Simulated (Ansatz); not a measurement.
Al(H2O)H3 (AlOH₅). Total charge 0; triplet. Geometry PBE-D4/def2-TZVP, that of the neutral singlet.

Cartesian coordinates in Å:
```
Al 0.890 -0.095 -0.062
O -1.122 -0.026 0.389
H -1.607 -0.489 -0.318
H -1.446 0.894 0.397
H 1.549 -0.505 1.337
H 1.016 1.440 -0.538
H 0.719 -1.219 -1.204
```

At PBE-D4/def2-TZVP the gap within one spin of the charge 0 triplet nearly closes, so an electron or hole may be smeared out by delocalisation error. At PBE0-D4/def2-TZVP a singlet of charge 0 lies 5.63 eV below the triplet at the same geometry.

(1) Estimate the α-spin orbital energies around the gap (eV) in Ansatz with PBE-D4/def2-TZVP, r2SCAN-D4/def2-TZVP, PBE0-D4/def2-TZVP.

## Answers

(1) 
```
orbital  PBE-D4/def2-TZVP  r2SCAN-D4/def2-TZVP  PBE0-D4/def2-TZVP
 HOMO−5            -12.69               -13.20             -14.56
 HOMO−4            -10.91               -11.48             -12.76
 HOMO−3             -9.98               -10.54             -11.86
 HOMO−2             -8.63                -9.13             -10.19
 HOMO−1             -8.00                -8.36              -9.14
   HOMO             -2.19                -2.29              -2.67
   LUMO             -0.55                -0.52               0.12
 LUMO+1              0.12                 0.45               0.82
 LUMO+2              0.14                 0.49               0.92
 LUMO+3              0.70                 0.96               1.61
 LUMO+4              1.06                 1.53               2.01
 LUMO+5              2.78                 3.17               3.51
 β HOMO             -7.32                -7.52              -8.22
 β LUMO             -7.46                -7.43              -6.74
```
